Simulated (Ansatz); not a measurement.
C$_{2}$H$_{2}$F$_{2}$O, SMILES `F[C@@H]1O[C@H]1F` at its PBE0-D4/def2-TZVP geometry, where that method's forces vanish. Total charge 0; spin multiplicity 1.

```xyz
7

F     0.5494    1.3762    1.0616
C     0.5330    0.1755    0.4577
O     0.6574    0.2060   -0.9317
C    -0.5721   -0.1878   -0.4023
F    -0.8867   -1.4819   -0.5835
H     1.1371   -0.5552    0.9876
H    -1.4181    0.4672   -0.5894
```

**Question.** What forces (eV/Å) does PBE-D4/def2-TZVPP give on these atoms in Ansatz 0.2.0? (Best estimate.)

**Answer.** Ansatz gave: 
```
F1   0.050  0.738  0.421
C2   0.073 -0.357  0.390
O3   0.654  0.205 -0.927
C4  -0.454  0.238  0.150
F5  -0.253 -0.802 -0.133
H6   0.149 -0.182  0.142
H7  -0.220  0.160 -0.042
```
